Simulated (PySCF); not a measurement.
# Calculated properties of `C/C=C\CO` ((Z)-2-buten-1-ol)

Species: (Z)-2-buten-1-ol, C4H8O.
SMILES with atom numbers: `[CH3:1]/[CH:2]=[CH:3]\[CH2:4][OH:5]` (hydrogens: H6, H7, H8 on C1; H9 on C2; H10 on C3; H11, H12 on C4; H13 on O5)

Structural features include: C=C double bond and alcohol.

From GFN2-xTB geometry:

```
Point group of the GFN2-xTB geometry                  : C1
Rotational constants A, B, C of the GFN2-xTB geometry : 15.164, 2.489, 2.221 GHz
```

**PBE0/def2-SVPD ground state and vertical TDDFT (core frozen in the response) (PySCF)**

```
Dipole moment                                                     : 1.83 D
HOMO energy                                                       : -7.16 eV
LUMO energy                                                       : 0.23 eV
HOMO–LUMO gap                                                     : 7.39 eV
Lowest singlet excitation                                         : 6.60 eV (188 nm, f = 0.085)
Strongest line among the 6 lowest singlet transitions             : S4 at 7.20 eV (172 nm, f = 0.110)
Lowest triplet excitation (Tamm–Dancoff)                          : 4.28 eV
Static isotropic polarisability                                   : 55.5 au
Electronic spatial extent ⟨r²⟩ about the centre of nuclear charge : 563 bohr²
```

**PBE0/pcSseg-1 ground state and GIAO shieldings, non-relativistic (PySCF)**

```
Lowest Hirshfeld atomic charge                              : -0.23 e on O5
Highest Hirshfeld atomic charge                             : +0.16 e on H13
13C chemical shifts (computed TMS as zero) by class         : 142.1 (C3), 132.1 (C2), 65.4 (C4), 16.7 (C1) ppm
1H chemical shifts (computed TMS as zero) by class          : 5.81 (H10), 5.75 (H9), 4.70 (H11/H12), 1.69 (H6/H7/H8), 0.26 (H13) ppm
Isotropic shieldings of nuclei other than C and H, by class : 302 (O5) ppm
Mayer bond orders between heavy atoms                       : C1–C2 1.07, C2–C3 1.93, C3–C4 1.02, C4–O5 0.92
```

Monoisotopic mass (most abundant isotopes): 72.0575 u.

The dipole equals about 6.1 × 10⁻³⁰ C·m (1 D = 3.33564 × 10⁻³⁰ C·m). The polarisability is 8.23 Å³ as a volume (1 au = 0.148185 Å³), or 1.39 au for each of the 40 electrons. S1 lies 0.79 eV below the HOMO–LUMO gap; its leading configuration is HOMO→LUMO, weight 0.49, beside HOMO→LUMO+1, weight 0.29. With B = h/(8π²I), that is 505.379 GHz u Å² over I, the principal moments of inertia are 33.3, 203.1 and 227.6 u Å² (most abundant isotopes); the inertial defect Ic − Ia − Ib is -8.8 u Å² (zero for a rigid planar frame, negative otherwise). The principal polarisabilities are 43.5, 51.1 and 71.9 au; their mean is the isotropic value.

Geometry: GFN2-xTB, one conformer, isolated molecule. NMR classes are plain means over equivalent atoms (diastereotopic ones count apart unless rotation or inversion swaps them), as if these changed places fast; in this geometry the members of some classes differ.

Shape of the structure used: `[CH3:1]/[CH:2]=[CH:3]\[CH2:4][OH:5]`: C2–C3–C4–O5 -167°, H–O5–C4–C3 56°.
